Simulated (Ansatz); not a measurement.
Reaction (ligand exchange at a Mg–S bond): `[F][Mg][SH]` + H–F → `[F][Mg][F]` + H₂S

Calculated with Ansatz (gas phase, PBE0-D4/def2-TZVP geometries, no zero-point term in ΔE). CCSD(T)/CBS adds triple-zeta CCSD(T) − MP2 to the extrapolated MP2 energy (def2 sets, frozen cores). This one scheme is used for every species. DFT in def2-TZVPP. HSE06 is defined as in plane-wave codes. For Mg outer-core shells are correlated without core-valence functions, which leaves a few kJ/mol of doubt a bond. Each species was taken in one conformer, which may not be the lowest.

**Question.** Is it downhill or uphill in electronic energy at CCSD(T)/CBS, and by how much? (Estimate.)

**Answer.** Ansatz gave: Downhill: ΔE = -10.2 kcal/mol.

**Question.** What do these levels give: revPBE-D4, r2SCANh-D4, HSE06-D4, ωB97M-V, PBE-QIDH, PBE, r2SCAN0, MP2/def2-SVP, MP2/def2-TZVPP, CCSD/def2-TZVPP, CCSD(T)/def2-TZVPP, CCSD(T)/def2-QZVPP? (An estimate is asked.)

**Answer.** Computed: revPBE-D4 -10.1, r2SCANh-D4 -10.2, HSE06-D4 -8.5, ωB97M-V -10.7, PBE-QIDH -9.1, PBE -10.0, r2SCAN0 -9.6, MP2/def2-SVP -15.2, MP2/def2-TZVPP -10.1, CCSD/def2-TZVPP -10.3, CCSD(T)/def2-TZVPP -10.0, CCSD(T)/def2-QZVPP -10.7 kcal/mol.

Largest T1 diagnostic among the species: 0.012.

Leaving LDA and LC-ωPBE aside and taking each functional with its dispersion term where it has one, the values, not all of them listed here, spread over 4.1 kcal/mol, from BLYP-D4 to HSE06-D4. LDA lies +1.2 kcal/mol from PBE without D4. At CCSD(T), def2-SVP lies −4.8 kcal/mol from the extrapolated value and def2-TZVPP +0.2 kcal/mol.
